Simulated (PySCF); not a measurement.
Simulated Cl 2p region for `[H][Si]([H])(Cl)Cl` (SiCl2H2), binding energy against the vacuum level.

Every computed line was given a Gaussian of 0.6 eV full width at half maximum and an area set by the number of equivalent atoms (split 2:1 within a doublet); the highest printed point is 100. Computed, not measured: delta-SCF UKS SCAN, pcX-2 on the ionised atom, pcseg-1 elsewhere, spin-free X2C (PySCF 2.14.0).

binding energy (eV), intensity and a bar:
```
    205.7          1 
    205.8          2 #
    205.9          6 ##
    206.0         13 ####
    206.1         27 ########
    206.2         48 ##############
    206.3         71 #####################
    206.4         91 ###########################
    206.5        100 ##############################
    206.6         94 ############################
    206.7         76 #######################
    206.8         53 ################
    206.9         31 #########
    207.0         16 #####
    207.1          7 ##
    207.2          3 #
    207.3          1 
    207.4          1 
    207.5          2 
    207.6          4 #
    207.7          9 ###
    207.8         18 #####
    207.9         29 #########
    208.0         41 ############
    208.1         48 ##############
    208.2         50 ###############
    208.3         43 #############
    208.4         33 ##########
    208.5         21 ######
    208.6         12 ###
    208.7          6 ##
    208.8          2 #
    208.9          1 
    209.0          0
```

**Question.** Count the maxima, the lines and the sites behind this envelope.

**Answer.** The curve has 2 maxima (at 206.5 and 208.2 eV). Under it lie 2 lines from 1 inequivalent chlorine site, drawn as a 2p3/2, 2p1/2 pair.

**Question.** Decompose the envelope and assign each component. Bonds: Si1–Cl2, Si1–Cl3. Hydrogens: H4, H5 on Si1.

**Answer.** 
```csv
position (eV),relative area,line,atoms,environment
206.51,1.33,Cl 2p3/2,Cl2/Cl3,chlorine bonded to Si
208.16,0.67,Cl 2p1/2,Cl2/Cl3,chlorine bonded to Si
```

**Question.** What are the centre and the root-mean-square width of the whole band?

**Answer.** The area-weighted mean of the lines is 207.06 eV. Their own spread about it is 0.78 eV (rms) and each Gaussian has σ = 0.6/2.355 = 0.25 eV; the variances add, which gives 0.82 eV.

Shake-up satellites, vibrational structure and lifetime widths aren't simulated. Atoms equivalent by their bonding share one computed value, that of the first of them. For 2p shells one spin-free hole was relaxed; a mean-field spin–orbit operator and the ground-state splitting of the three 2p orbitals were then diagonalised within the shell. The shell's mean is (2 × 2p3/2 + 2p1/2)/3, and the degeneracies 2j + 1 give areas of 2:1. 2p1/2 minus 2p3/2 (ligand field included): Cl 1.65 eV. Geometry: PBE0-D3(BJ)/def2-SVP; no solvent, vibrations or thermal averaging.
